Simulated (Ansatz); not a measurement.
in.yaml

```yaml
crystal:
  periodic: [false, false, false]
  atoms:
    - {symbol: Ge, position_ang: [0.000000, 0.000000, 0.784674]}
    - {symbol: Al, position_ang: [0.000000, 0.000000, -1.878421]}
    - {symbol: H, position_ang: [-1.125990, -0.000002, -0.523581]}
    - {symbol: H, position_ang: [1.125990, 0.000002, -0.523581]}
    - {symbol: H, position_ang: [0.000002, -1.402706, -2.609571]}
    - {symbol: H, position_ang: [-0.000002, 1.402706, -2.609571]}
basis:
  gaussian: {orbitals: cc-pVDZ}
magnetization: {spin_polarized: false, initial_magnetization: 1}
correlation: {active_space: {ras: {orbitals: [5, 1, 40], electrons: 8, max_holes: 2, max_particles: 2}, fixed_orbitals: true}}
```

```sh
$ ansatz run in.yaml --threads 1 --pin off --events-out ev --progress --plain --max-ram 2393MiB
```

Task: How does this run end?

Result: Stopped by an error. The input was made wrong on purpose (electron count of the space is wrong), so the run isn't a sound calculation of what was asked.
```
681 factors; integrals over basis functions are off by at most 1.1e-3 eV
mean field evaluation 1: about -63116.7614 eV, gradient 1.0e1 eV
mean field evaluation 2: about -63116.7658 eV, gradient 1.0e1 eV
mean field evaluation 4: about -63117.6205 eV, gradient 7.1e-1 eV
mean field evaluation 8: about -63117.6228 eV, gradient 3.0e-4 eV
mean field -63117.62277433 eV, -2319.5298542955 hartree, gradient 1.3e-6 eV, S^2 0.750000; 0 other end points of the search recorded, 0 dependent functions left out
reference -63117.62277433 eV, -2319.5298542955 hartree; 25, 24 occupied and 40, 41 virtual orbitals, 681 factors
Error: 8 electrons in 46 orbitals form no window around the highest filled level of the reference
```
